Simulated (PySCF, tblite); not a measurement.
# A complex of water and formamide

A gas-phase complex of water and formamide; neutral, singlet. The structure comes from a short search (6 tight-binding starts) and was relaxed by PBE0-D3(BJ)/def2-SVPD; another way of binding may lie lower. Frequencies by PBE0-D3(BJ)/def2-SVPD show no clear imaginary mode.

Parts: 1 = water (O), atoms 1–3; 2 = formamide (NC=O), atoms 4–9.

```xyz
9

O     0.422    0.033   -0.168
H    -0.510   -0.158   -0.282
H     0.769   -0.588    0.504
N     2.895    0.887    0.904
C     2.935   -0.221    1.660
O     2.073   -1.086    1.682
H     3.639    1.564    0.945
H     2.088    1.050    0.303
H     3.847   -0.299    2.289
```
Atom numbers follow the order of the file, from 1.

Contacts between parts, classed by geometry: H3···O6 1.827 Å (hydrogen bond, 150°); H8···O1 2.008 Å (hydrogen bond, 136°).

Interaction energies are complex less parts, with the parts frozen as they stand in it; counterpoise-corrected, in kcal/mol (PySCF).

How strongly do the parts interact, level by level?


```tsv
level	interaction	superposition error removed
wB97M-D3(BJ)/def2-TZVPD	-10.02	-0.10
PBE0-D3(BJ)/def2-TZVPD	-10.48	-0.10
```

What holds them together? Decompose the wB97M-D3(BJ)/def2-TZVPD energy: frozen parts, their antisymmetrised product, then relaxation.

electrostatic -19.2, Pauli repulsion +18.9, orbital relaxation -8.3, dispersion correction -1.5 kcal/mol, which sum to the value before the counterpoise correction; the Pauli term holds the exchange-correlation of the frozen density too. Of the attraction, 66 % is electrostatic, 28 % is orbital relaxation, 5 % is dispersion correction.

The parts were also relaxed and run alone, at the levels used for the complex: vibrations by PBE0-D3(BJ)/def2-SVPD; shieldings by PBE0/pcSseg-2.

Values alone: O1–H3 bond (Å): 0.961; stretch carried by H3 (cm⁻¹, harmonic): 3880, 3991; its infrared intensity (km/mol): 8, 79; shielding of H3 (ppm): 30.85; shielding of O6 (ppm): -96.0; shielding of H8 (ppm): 26.64; shielding of O1 (ppm): 328.9.

How do these values change when the complex forms?


```tsv
property	alone	in the complex	change
O1–H3 bond (Å)	0.961	0.978	+0.018
stretch carried by H3 (cm⁻¹, harmonic)	3880, 3991	3575	-361 from the mean
its infrared intensity (km/mol)	8, 79	622	
shielding of H3 (ppm)	30.85	25.73	-5.12
shielding of O6 (ppm)	-96.0	-57.6	+38.4
shielding of H8 (ppm)	26.64	23.98	-2.65
shielding of O1 (ppm)	328.9	307.8	-21.1
```

What are the binding energy from relaxed parts (wB97M-D3(BJ)/def2-TZVPD), and ΔH and ΔG of association at 298.15 K and 1 atm?

-9.44 kcal/mol, -6.95 with zero-point energy; ΔH -7.6 and ΔG +1.2 kcal/mol, from harmonic vibrations by PBE0-D3(BJ)/def2-SVPD with low modes damped.
